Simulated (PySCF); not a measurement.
C₅H₁₄N (charge +1).
Numbering: `[CH3:1][NH2+:2][C:3]([CH3:4])([CH3:5])[CH3:6]` (hydrogens: H7, H8, H9 on C1; H10, H11 on N2; H12, H13, H14 on C4; H15, H16, H17 on C5; H18, H19, H20 on C6)

Jobs on this species (20 atoms, 50 electrons) with PySCF (density fitting). Hardware of each: one thread, Arm Neoverse V2, no GPU, shared host. The host was shared with other jobs, so the times are rough.

Problem. Rank these jobs by wall time, shortest first.
A. PBE0/6-31+G*; 10 singlets by full TDDFT, 4 Tamm–Dancoff triplets, polarisability; 136 basis functions
B. wB97X-D/def2-SVPD; 10 singlets by full TDDFT, 4 Tamm–Dancoff triplets, polarisability, ΔSCF ions; 232 basis functions
C. PBE0/aug-cc-pVDZ; 10 singlets by full TDDFT, 4 Tamm–Dancoff triplets, polarisability; 264 basis functions

Solution. A (21 s), C (52 s), B (4.5 min).

All jobs:

```csv
level and settings,work,basis functions,SCF cycles,wall time
PBE0/6-31G*,"10 singlets by full TDDFT, 4 Tamm–Dancoff triplets, polarisability",112,12,19 s
PBE0/6-31+G*,"10 singlets by full TDDFT, 4 Tamm–Dancoff triplets, polarisability",136,12,21 s
PBE0/def2-SVP,"10 singlets by full TDDFT, 4 Tamm–Dancoff triplets, polarisability",154,12,27 s
"PBE0-D3(BJ)/def2-SVP, grid level 1",geometry optimisation from a GFN2-xTB start,154,23,33 s
PBE0/aug-cc-pVDZ,"10 singlets by full TDDFT, 4 Tamm–Dancoff triplets, polarisability",264,12,52 s
PBE0/def2-TZVP,"10 singlets by full TDDFT, 4 Tamm–Dancoff triplets, polarisability",270,12,63 s
CAM-B3LYP/def2-SVPD,"10 singlets by full TDDFT, 4 Tamm–Dancoff triplets, polarisability, ΔSCF ions",232,12,4.4 min
wB97X-D/def2-SVPD,"10 singlets by full TDDFT, 4 Tamm–Dancoff triplets, polarisability, ΔSCF ions",232,12,4.5 min
LC-wPBE/def2-SVPD,"10 singlets by full TDDFT, 4 Tamm–Dancoff triplets, polarisability, ΔSCF ions",232,12,6.2 min
```

Problem. What do all jobs in the table cost together?

Solution. About 19 min; the longest takes about 33 % of that, and about 20 times as long as the shortest.
